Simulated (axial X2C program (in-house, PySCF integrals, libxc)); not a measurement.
Working with the constants of SH

A bond curve at the CCSD(T) level, with spin–orbit coupling, was computed with an in-house relativistic program for diatomic molecules (basis S dyall-av3z [9s8p3d2f], H dyall-v3z [6s2p1d] (cores contracted in-house)) for the state Ω = 3/2 (⟨Sz⟩ = 0.50, ⟨Lz⟩ = 1.00 at HF). Its fit gives Re = 1.3470 Å, ωe = 2686.0 cm⁻¹, ωexe = 49.3 cm⁻¹ and αe = 2.774e-01 cm⁻¹; the masses are 31.9721 and 1.0078 u. Two-component means X2C with spin–orbit coupling and atomic mean-field Coulomb and Gaunt terms.

Correlated methods: 7 electrons correlated (number of frozen shells: S 2 s, 1 p; H none), 129 virtual spin orbitals or spinors in MP2, 89 natural virtuals in coupled cluster.

Problem. Find the reduced mass, Be and the force constant.

Solution. From the CCSD(T) values: μ = 0.9770 u. Be = 16.8576/(μ Re²) = 9.51 cm⁻¹. k = 5.8918×10⁻⁷ μ ωe² = 4.15 mdyn/Å.

Problem. A Morse curve ties αe to the other constants (Pekeris). How well does that hold?

Solution. αe(Morse) = 6Be²/ωe × (√(ωexe/Be) − 1) = 2.579e-01 cm⁻¹; the CCSD(T) curve gives 2.774e-01 cm⁻¹, a ratio of 0.93.

Problem. Scale the constants to the deuteride (D 2.0141 u) within the Born–Oppenheimer picture.

Solution. ρ = √(μH/μD) = 0.7181; ωe = 1928.8, ωexe = 25.4, Be = 4.904 cm⁻¹; the zero-point energy falls by 373 cm⁻¹.

Problem. Where do the fundamental and the first overtone lie?

Solution. ν(1←0) = ωe − 2ωexe = 2587.4 cm⁻¹; ν(2←0) = 2ωe − 6ωexe = 5076.2 cm⁻¹.

Problem. Estimate De from a Morse curve and compare with the computed well depth of 3.671 eV to S + H.

Solution. De(Morse) = ωe²/(4ωexe) = 4.536 eV against 3.671 eV computed, a ratio of 1.24. The extrapolation overshoots: the well softens faster than a Morse curve, or the lowest atomic limit lies below the one to which the curve heads.

Occupations by symmetry block were frozen at the best pattern of an incomplete PBE0 search. De is counted from the lowest determinant-based energies of the atoms at the same level, without counterpoise correction. CCSD and (T) use frozen natural virtuals with an MP2 correction for the truncation; (T) itself is uncorrected, so its De runs slightly low.
